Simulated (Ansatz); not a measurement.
# Scan of [H···H···NH], triplet

Starting geometry:

```xyz
4

H    -2.0975    0.0594    0.0000
H    -1.3525    0.0594    0.0000
N     0.2135    0.0594    0.0000
H     0.4826   -0.9448    0.0000
```

From there H2 is moved from one fragment to the other while all else, the fragments' distance too, stays fixed, so the hump isn't the reaction's barrier; atoms are numbered as listed. Energies are in kcal/mol, counted from the starting geometry at the same level. Kohn–Sham curves are unrestricted where that lies lower.

Basis cc-pVDZ; Ansatz 0.2.0. Only valence electrons are correlated (noble-gas cores frozen).

In so small a basis the reference is far from its limit while semilocal and hybrid functionals are nearer theirs (RPA and double hybrids share much of the reference's basis error), so the functionals' errors here hold much of the reference's basis and frozen-core error, which can add to them or hide them.

Full CI is exact within this basis and frozen core; it isn't the basis-set limit.

```tsv
distance H1-H2 (Å)	full CI	PBE	r2SCAN	PBE0	B3LYP	r2SCAN0	wB97M-V	B2PLYP	RPA-PBE
0.693	1.4	3.0	2.4	2.2	2.2	1.9	1.8	1.7	1.6
0.745	0.0	0.0	0.0	0.0	0.0	0.0	0.0	0.0	0.0
0.820	1.6	-1.1	-0.2	0.1	0.1	0.6	0.7	1.0	1.0
0.895	5.1	-0.3	1.2	2.1	2.1	3.0	3.3	3.7	3.8
0.970	8.5	0.9	2.7	4.1	4.1	5.2	5.8	6.3	6.4
1.046	10.2	1.4	3.3	5.0	5.2	6.0	7.2	7.5	7.8
1.121	9.9	1.2	2.7	4.5	5.1	5.2	7.0	6.9	7.8
1.196	8.6	1.0	1.8	3.5	4.6	3.7	6.0	5.6	7.3
1.271	8.2	2.3	2.4	3.7	5.3	3.6	6.1	5.5	7.9
```

Task: Judged by the spread of the error over the points with a reference (largest less smallest), which of these follows full CI best and which worst?

Result: Subtracting the full CI column from each: best RPA-PBE (errors from -2.4 to 0.2, spread 2.7 kcal/mol), worst PBE (from -8.9 to 1.6, spread 10.5 kcal/mol). Functionals and wave-function methods converge differently with the basis, so part of this is basis effect.
